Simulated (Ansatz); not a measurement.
bcc Fe: collinear magnetic orders (afm, fm, nm) were started and relaxed in Ansatz (plane waves, PAW, no spin–orbit coupling) with LDA; PBE; PBEsol; r²SCAN; HSE06 on the r²SCAN cell.

Task: Which order lies lowest at each level, and by how much?

Result: Energies above the lowest order that was run (meV/atom):

```csv
level,afm,fm,nm,lowest
LDA,–,0.0,279.6,fm
PBE,439.6,0.0,475.5,fm
PBEsol,393.8,0.0,395.6,fm
r²SCAN,738.4,0.0,1057.2,fm
HSE06 on the r²SCAN cell,870.0,0.0,2277.7,fm
```

A dash marks an order that was not run or did not survive the relaxation; orders outside this list were not searched, and differences under about 1 meV/atom are too close to call.

Note: hybrids on metals are sensitive to the k mesh and can open a false gap.

Ansatz is an electronic-structure program.
